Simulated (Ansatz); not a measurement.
Ansatz (a program for electronic structure) input (HSE06/def2-TZVPD):

Ansatz 0.2 input:
```yaml
crystal:
  periodic: [false, false, false]
  atoms:
    - {symbol: C, position_ang: [-0.00765201, 0.00466428, -0.11016720]}
    - {symbol: O, position_ang: [0.06716463, -0.04072056, 1.10546523]}
    - {symbol: O, position_ang: [0.01590056, -0.01200809, -1.23171942]}
    - {symbol: H, position_ang: [-0.61860949, 0.39384354, 1.67103665]}
basis:
  gaussian:
    orbitals: def2-TZVPD
hamiltonian:
  xc: {name: HSE06}
total_charge: 1
output: {forces: true}
```

End of the output:

```
integrals: 0.03 GiB planned
593 factors; their error is unknown
integrals: 0.07 GiB planned
54 factors; integrals over basis functions are off by at most 4.4e-5 eV
mean field: 0.36 GiB planned
mean field evaluation 1: about -5124.4725 eV, gradient 8.2e1 eV
mean field evaluation 2: about -5109.1307 eV, gradient 1.2e2 eV
mean field evaluation 4: about -5133.8430 eV, gradient 1.0e1 eV
mean field evaluation 8: about -5134.0317 eV, gradient 2.7e-1 eV
mean field evaluation 16: about -5134.0318 eV, gradient 5.6e-5 eV
mean field -5134.03181829 eV, -188.6721893503 hartree, gradient 5.6e-5 eV, S^2 0.000000; 0 other end points of the search recorded, 0 dependent functions left out
the calculation of the forces begins
reference -5134.03184889 eV, -188.6721904750 hartree; 11, 11 occupied and 115, 115 virtual orbitals, 593 factors
Total energy: -5134.03184889 eV, -188.6721904750 hartree
Atom 0 at    -0.007652     0.004664    -0.110167 Å, force    -0.005563     0.003551     0.021004 eV/Å
Atom 1 at     0.067165    -0.040721     1.105465 Å, force    -0.040276     0.025157    -0.197188 eV/Å
Atom 2 at     0.015901    -0.012008    -1.231719 Å, force    -0.007758     0.005350     0.279904 eV/Å
Atom 3 at    -0.618609     0.393844     1.671037 Å, force     0.053597    -0.034058    -0.103720 eV/Å
Dipole moment:    -0.299153     0.190116     0.592363 e Å
```

It need not be the lowest isomer of its formula.
